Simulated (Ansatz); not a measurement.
The same path of C4H7N (12 atoms, charge 0, multiplicity 1) was run 3 times with different band settings. The coordinate that changes most is the height of N5 over the plane of its neighbours.

Theory: RKS PBE0/def2-SVP (Ansatz).

Relaxed end points:

```xyz
12
Properties=species:S:1:pos:R:3
C -1.805 0.413 0.589
C -0.490 0.332 0.823
C 0.518 -0.156 -0.129
C 1.779 -0.397 0.293
N 0.077 -0.403 -1.420
H -2.492 0.793 1.349
H -2.247 0.077 -0.354
H -0.095 0.642 1.795
H 2.044 -0.268 1.343
H 2.554 -0.760 -0.387
H -0.578 0.282 -1.781
H 0.812 -0.607 -2.087
```

```xyz
12
Properties=species:S:1:pos:R:3
C -1.765 0.593 0.555
C -0.519 0.199 0.848
C 0.523 -0.133 -0.132
C 1.801 -0.300 0.275
N 0.123 -0.194 -1.459
H -2.487 0.818 1.343
H -2.099 0.733 -0.477
H -0.214 0.110 1.895
H 2.071 -0.150 1.320
H 2.601 -0.547 -0.428
H -0.781 -0.629 -1.608
H 0.823 -0.555 -2.097
```

Common settings: movable images 5; climbing image yes; start path through a guess of the saddle point; force threshold 0.05 eV/Å; iteration limit 60; end points relaxed.

| run | spring | optimiser | largest step |
| --- | --- | --- | --- |
| 1 | 5.0 eV/Å² | quadratic models (default) | default |
| 2 | 5.0 eV/Å² | lbfgs | 0.5 Å |
| 3 | 2.0 to 10.0 eV/Å², energy-weighted | quadratic models (default) | default |

Task: What does each run give, and how far can it be trusted?

Result: Run 1: converged after 8 iterations, highest image 0.060 eV above the first end. A vibrational analysis at the climbing image gives one clearly imaginary mode, 425i cm⁻¹: a first-order saddle point.
Run 2: converged after 37 iterations, highest image 0.062 eV above the first end. Another band between the same ends (5 images) ends at a top of the same energy, where a vibrational analysis finds 1 clearly imaginary mode.
Run 3: converged after 9 iterations, highest image 0.060 eV above the first end. Another band between the same ends (5 images) ends at a top of the same energy, where a vibrational analysis finds 1 clearly imaginary mode.
